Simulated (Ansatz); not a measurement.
# H2O+ (quartet): wave-function methods side by side, cc-pVTZ

Aim: climb from Hartree-Fock through coupled cluster and multireference methods for H2O+ (quartet) at one geometry and basis, and see what each rung misses.

Method: cc-pVTZ, correlated electrons: outside noble gas; program: Ansatz 0.2.0, Gaussian basis.

The runs, in order: UHF; CCSD(T) on ROHF; CCSD(T) on UHF; BCCD(T) on ROHF; CISD; CCSDT(Q) on ROHF; CCSDT(Q) on UHF; CASSCF and MRCISD+Q, 7 electrons in 6 orbitals; CASSCF and NEVPT2, 7 electrons in 6 orbitals.

**1. The geometry**

The geometry is a PBE0/def2-TZVP stationary point (not a proven minimum) of the parent state, kept for this charge and spin.

3 atoms, charge 1, spin multiplicity 4.

Atoms are counted from 1 here; the program's logs count them from 0.

Bond lengths: O1–H2 1.004 Å, O1–H3 1.004 Å. Angles: H2–O1–H3 109.8°.

In the tables R marks a restricted open-shell determinant and U an unrestricted one; 'valence' is the active space of 7 electrons in 6 orbitals; correlation energies count from the lowest restricted Hartree-Fock solution.

**2. UHF**

Input file in.yaml:

```yaml
crystal:
  periodic: [false, false, false]
  atoms:
    - {symbol: O, position_ang: [0.000000, -0.064607, 0.000000]}
    - {symbol: H, position_ang: [0.000000, 0.512764, -0.821140]}
    - {symbol: H, position_ang: [0.000000, 0.512764, 0.821140]}
basis:
  gaussian: {orbitals: cc-pVTZ}
total_charge: 1
magnetization: {spin_polarized: true, initial_magnetization: 3}
hamiltonian: {xc: hf}
output: {orbitals: {seedname: orbitals}}
```

Launch:

```bash
ansatz run in.yaml --threads 1 --pin off --events-out ev --progress --plain --max-ram 2393MiB
```

The runs that follow: CCSD(T) on ROHF; CCSD(T) on UHF; BCCD(T) on ROHF; CISD; CCSDT(Q) on ROHF; CCSDT(Q) on UHF; CASSCF and MRCISD+Q, 7 electrons in 6 orbitals; CASSCF and NEVPT2, 7 electrons in 6 orbitals.

**Question.** What will the summary of the whole plan be? Wanted: correlation energy, UCCSDT(Q); RMP2 from UCCSDT(Q); UMP2 from UCCSDT(Q); RCCSD from UCCSDT(Q); RCCSD(T) from UCCSDT(Q); UCCSD(T) from UCCSDT(Q); RCCSDT(Q) from UCCSDT(Q); NEVPT2 valence from UCCSDT(Q); MRCISD+Q valence from UCCSDT(Q).

**Answer**, as computed:

```
                         quantity                                                                     value
    correlation energy, UCCSDT(Q)                                                                -5.2216 eV
              RMP2 from UCCSDT(Q)                                                                +673.1 meV
              UMP2 from UCCSDT(Q)                                                                +701.4 meV
             RCCSD from UCCSDT(Q)                                                                +151.9 meV
          RCCSD(T) from UCCSDT(Q)                                                                 +26.8 meV
          UCCSD(T) from UCCSDT(Q)                                                                 +25.2 meV
         RCCSDT(Q) from UCCSDT(Q)                                                                  +2.5 meV
    NEVPT2 valence from UCCSDT(Q)                                                                +673.1 meV
  MRCISD+Q valence from UCCSDT(Q)                                                                 +35.0 meV
levels within 1 kcal/mol (43 meV)  RCCSD(T), UCCSD(T), BCCD(T), RCCSDT, UCCSDT, RCCSDT(Q), MRCISD+Q valence
                    T1 diagnostic                                                                     0.014
   effectively unpaired electrons                                                                      3.00
```

RCCSD(T) lands +26.8 meV from the yardstick (0.5 % of the correlation energy). One determinant dominates. Of the multireference levels listed MRCISD+Q valence comes nearest (+35.0 meV). These misses are within one basis and frozen core, not against nature; frozen cores of the runs differ by up to some meV.
